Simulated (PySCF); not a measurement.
## Spin states of CS

Unrestricted PBE0; PySCF, no relativity, basis sets C STO-3G, S STO-3G. Outer shells of the fragments: C 2s2 2p2; S 3s2 3p4.

Followed along the bond (rough minima from three points):

```csv
2Ms+1,unpaired,⟨S²⟩ at the start,R at minimum (Å),Te (eV)
1,none,0.00,1.56,0.00
3,"σ ↑, π ↑",2.14,1.60,3.40
5,"σ ↑, π ↑↑↑",6.00,none in the scan,≤ 5.79
```

Solutions found at the starting distance of 1.695 Å, counted from the lowest of them; the search is not exhaustive and high or unbound solutions are not listed, so other states can lie among these:

```
2Ms+1    unpaired   term  E (eV)  ⟨S²⟩  ⟨Lz²⟩  μ (D)
    1        none    ¹Σ⁺    0.00  0.00   0.00   0.94
    3    σ ↑, π ↑     ³Π    3.10  2.14   1.00  -0.22
    3        π ↑↑  mixed    3.58  2.00   2.00   1.78
    1    σ ↑, π ↓  mixed    3.84  1.01   1.02   0.15
    3        π ↑↑  mixed    4.18  2.00   2.00   1.50
    5  σ ↑, π ↑↑↑     ⁵Π    5.54  6.00   1.00   0.37
    3  σ ↑, π ↑↑↓  mixed    7.14  3.00   3.00   0.90
```

A term symbol is given only where ⟨S²⟩ and ⟨Lz²⟩ are close to those of a pure state; real π, δ and φ orbitals otherwise mix terms. A positive dipole means C(−)S(+).

Q: Compare the gap between the two lowest followed solutions at the starting distance with the gap between their minima.

A: At PBE0 the second solution (triplet, unpaired electrons σ ↑, π ↑) lies +3.10 eV from the first (singlet, closed shell) at 1.695 Å and +3.40 eV at the minima; the two curves relax by different amounts, since their minima lie near 1.60 and 1.56 Å.

The measured ground state is X ¹Σ+ (Huber and Herzberg, Constants of Diatomic Molecules (1979)).

Counting both spins, an empty level lies below a filled one in some of these solutions, because spin and occupation are held. STO-3G is very small, so such numbers show the basis as much as the molecule.
